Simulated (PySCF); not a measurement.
**Gas-phase XPS of 2-chloro-1-butene, computed**

Compound: 2-chloro-1-butene, C4H7Cl.
Numbering: `[CH2:1]=[C:2]([Cl:3])[CH2:4][CH3:5]`

Geometry (PBE0-D3(BJ)/def2-SVP, Å), atoms numbered from 1 in this order:
```
atom  x, y, z in Å
C1     2.0812   -0.5085    0.1260
C2     1.1439    0.4272    0.2761
Cl3    1.4186    1.7583    1.3745
C4    -0.1841    0.4698   -0.4137
C5    -1.3738    0.3511    0.5321
H6     3.0270   -0.4705    0.6686
H7     1.9064   -1.3394   -0.5614
H8    -0.2008   -0.3440   -1.1558
H9    -0.2518    1.4171   -0.9762
H10   -1.3631    1.1599    1.2774
H11   -2.3207    0.4127   -0.0242
H12   -1.3541   -0.6075    1.0723
```

Computed, not measured: delta-SCF UKS SCAN, pcX-2 on the ionised atom, pcseg-1 elsewhere, spin-free X2C in PySCF 2.14.0. Binding energies are ΔSCF values: E(core-ionised, relaxed orbitals) − E(ground state) at a fixed geometry, referred to the vacuum level.

Task: What binding energy does each computed site have?

Result: 
```tsv
atom(s)	bonded to	level	binding energy (eV)	2p1/2 (eV)	above the level's lowest (eV)	count
Cl3	C	Cl 2p3/2	206.06	207.71	0.00	1
C1	C (double bond) and 2 H	C 1s	290.30	–	0.00	1
C5	C and 3 H	C 1s	290.78	–	+0.48	1
C4	2 C and 2 H	C 1s	291.20	–	+0.90	1
C2	Cl, C (double bond) and C	C 1s	292.06	–	+1.76	1
Cl3	C	Cl 1s	2828.66	–	0.00	1
```

Lowest listed C 1s: C1, bonded to C (double bond) and 2 H. Highest, 1.76 eV above it: C2, bonded to Cl, C (double bond) and C. Summing the Pauling electronegativity differences to the bonded atoms, each weighted by its formal bond order, gives -0.70 for the lowest site and +0.61 for the highest; no listed site has a larger sum than the highest. The smallest sum, -1.05, belongs to C5, 0.48 eV above the lowest.

Task: Give the binding energy of C 1s of C2 in hartree and in kJ/mol.

Result: 292.06 eV = 10.7330 Eh = 28180 kJ/mol.

Task: Which photon wavelength matches the C 1s of C2 threshold?

Result: λ = hc/E = 12398.42 eV Å / 292.06 eV = 42.452 Å.

Spin contamination (⟨S²⟩ against 0.75 for a pure doublet) is marked for C 1s of C2 (0.85), which makes this value less certain. 2p3/2 and 2p1/2 are the ΔSCF energy of one spin-free 2p hole plus the eigenvalues of a spin–orbit and ligand-field matrix of the shell. 2p1/2 minus 2p3/2 (ligand field included): Cl 1.65 eV. Geometry: PBE0-D3(BJ)/def2-SVP, one conformer, isolated molecule.
